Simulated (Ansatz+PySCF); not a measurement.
The numbers below are computed, except where a source is named.
This Ansatz input gave a total energy of -49.31012 hartree.

```yaml
crystal:
  periodic: [false, false, false]
  atoms:
    - { symbol: B, position_ang: [0.0, 0.0, -0.90489] }
    - { symbol: B, position_ang: [0.0, 0.0, 0.90489] }
basis:
  gaussian: { orbitals: "6-31G" }
magnetization:
  spin_polarized: true
  initial_magnetization: 2
hamiltonian:
  xc: pbe0
scf:
  omitted_lower_state_checks: [stability, starts, atomic_configurations, cluster_reference, orbital_swaps, given_window_search, neighbouring_geometries, increment]
```

Question: Write an input for PySCF with the same method and basis set.

Answer:

```python
from pyscf import gto, dft

mol = gto.M(atom="""
B 0.000000 0.000000 -0.904890
B 0.000000 0.000000 0.904890
""", basis='6-31g', charge=0, spin=2)
mf = dft.UKS(mol, xc='pbe0')
mf.kernel()
print(mf.converged, mf.e_tot, mf.spin_square()[0])
```

PySCF 2.14.0 gave -49.31012 hartree, 0.03 meV from the first. This is not the lowest solution: another run reaches a determinant 0.14 eV lower.
